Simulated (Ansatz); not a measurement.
# B2H4: vertical ionisation energy

The task here is to estimate one member of a computed series from the others.

Method: unrestricted cation, the program's frozen cores in correlated methods; program: Ansatz 0.2.0, Gaussian basis.

The runs, in order: UKS PBE-D4/def2-TZVPP; UKS r2SCAN-D4/def2-TZVPP; UKS PBE0-D4/def2-TZVPP; UKS B3LYP-D4/def2-TZVPP; UKS wB97X-V/def2-TZVPP; UKS wB97M-V/def2-TZVPP; UKS B2PLYP/def2-TZVPP; UHF-CCSD(T)/def2-TZVPP; UHF-MP2/def2-QZVPP; extrapolation to the limit; then −ε(HOMO) from the neutral's earlier runs with LDA (SPW92), PBE-D4, revPBE-D4, BLYP-D4, r2SCAN-D4, B97M-V, PBE0-D4, B3LYP-D4, r2SCANh-D4, r2SCAN0-D4, HSE06-D4, BHLYP-D4, CAM-B3LYP-D4, LC-ωPBE, ωB97X-V, ωB97M-V.

3 further runs of the same task are left out: 3 that didn't finish.

## The geometry

All runs share one geometry, relaxed beforehand with PBE0-D4 in a triple-zeta def2 set.

6 atoms, charge 0, spin multiplicity 1.

Atoms are counted from 1 here; the program's logs count them from 0.

Bond lengths: B1–B2 1.628 Å, B1–H3 1.201 Å, B1–H4 1.201 Å, B2–H5 1.201 Å, B2–H6 1.201 Å. Angles: B2–B1–H3 122.2°, B2–B1–H4 122.0°, H3–B1–H4 115.8°, B1–B2–H5 122.2°, B1–B2–H6 122.1°, H5–B2–H6 115.8°.

Set-up of the first run:

Input file in.yaml:

```yaml
crystal:
  periodic: [false, false, false]
  atoms:
    - {symbol: B, position_ang: [-0.227425, -0.785893, -0.087274]}
    - {symbol: B, position_ang: [0.240305, 0.764892, 0.072226]}
    - {symbol: H, position_ang: [-1.211725, -1.215887, 0.448992]}
    - {symbol: H, position_ang: [0.391983, -1.572923, -0.749495]}
    - {symbol: H, position_ang: [-0.128772, 1.624305, -0.680503]}
    - {symbol: H, position_ang: [0.977834, 1.121507, 0.949953]}
basis:
  gaussian: {orbitals: def2-TZVPP}
total_charge: 1
magnetization: {spin_polarized: true, initial_magnetization: 1}
hamiltonian: {xc: pbe, dispersion: d4}
```

The run is started by

```
$ ansatz run in.yaml --threads 2 --pin off --events-out ev --progress --plain --max-ram 4352MiB
```

Among the steps run: Cation, UKS PBE-D4/def2-TZVPP; Cation, UKS r2SCAN-D4/def2-TZVPP; Cation, UKS PBE0-D4/def2-TZVPP; Cation, UKS B3LYP-D4/def2-TZVPP; Cation, UKS wB97X-V/def2-TZVPP; Cation, UKS wB97M-V/def2-TZVPP; Cation, UKS B2PLYP (frozen core)/def2-TZVPP; Cation, UHF-CCSD(T)/def2-TZVPP; Cation, UHF-MP2/def2-QZVPP.

One table of the session follows, with a row left open; its other results are not shown here.

Orbital estimates, from the neutral's runs:

```
  functional  −ε(HOMO) (eV)
 LDA (SPW92)           7.34
      PBE-D4           7.29
   revPBE-D4           7.26
     BLYP-D4           7.22
   r2SCAN-D4           7.58
      B97M-V           7.70
     PBE0-D4           8.65
    B3LYP-D4           8.46
  r2SCANh-D4              ?
  r2SCAN0-D4           8.83
    HSE06-D4           8.24
    BHLYP-D4           9.96
CAM-B3LYP-D4          10.12
     LC-ωPBE          11.53
     ωB97X-V          11.14
     ωB97M-V          10.96
```

**Question.** Estimate the row for r2SCANh-D4.

Worked estimate for «−ε(HOMO) (eV)». Against the share of exact exchange, r2SCAN-D4 (0, 7.58), r2SCAN0-D4 (0.25, 8.83) give a slope of 5.00 per unit share; at 0.1 the line stands at 8.08.

The run gave: −ε(HOMO) (eV): 8.08. In «−ε(HOMO) (eV)» the line misses by 0.00.
